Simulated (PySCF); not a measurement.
Species: B(H2S)H3.
Bonds: B1–S2. Hydrogens: H5, H6, H7 on B1; H3, H4 on S2.

A GFN2-xTB structure was refined with PySCF, PBE0-D3(BJ)/def2-SVP geometry optimisation, gas phase. Its GFN2-xTB values:

```tsv
coordinate	GFN2-xTB
B1–S2	2.040 Å
B1–H5	1.181 Å
S2–H3	1.336 Å
B1–S2–H3	98.0°
S2–B1–H5	102.5°
S2–B1–H6	103.4°
H3–S2–H4	92.0°
H5–B1–H6	115.4°
H5–B1–H7	114.9°
```

Question: How do these coordinates change at the PBE0-D3(BJ)/def2-SVP level?

Answer: 
| coordinate | PBE0-D3(BJ)/def2-SVP (Å or °) | change |
| --- | --- | --- |
| B1–S2 | 1.995 | -0.045 |
| B1–H5 | 1.218 | +0.037 |
| S2–H3 | 1.354 | +0.018 |
| B1–S2–H3 | 103.8 | +5.8 |
| S2–B1–H6 | 106.8 | +3.4 |
| S2–B1–H5 | 100.2 | -2.3 |
| H5–B1–H7 | 113.9 | -1.0 |
| H5–B1–H6 | 116.3 | +0.9 |
| H3–S2–H4 | 92.6 | +0.6 |

The energy falls by 1.8 kcal/mol over 6 energy and gradient evaluations, the largest force component goes from 0.0169 to 2.3e-04 Eh/bohr, and the atoms move by 0.066 Å rms after alignment. The bond that changes most is B1–S2 (ends: boron bonded to S and 3 H; sulfur bonded to B and 2 H), which shortens by 0.045 Å. Bonds longer at the end by more than 0.005 Å: 5 of 6; shorter: 1. Rotational constants go from 68043, 10544, 10479 to 66322, 10844, 10742 MHz.

The run used 57 basis functions and 32 SCF cycles in all. The run took 4.5 s on one thread of an Arm Neoverse V1 (shared host).

Whether it is a minimum is left open (no frequencies).
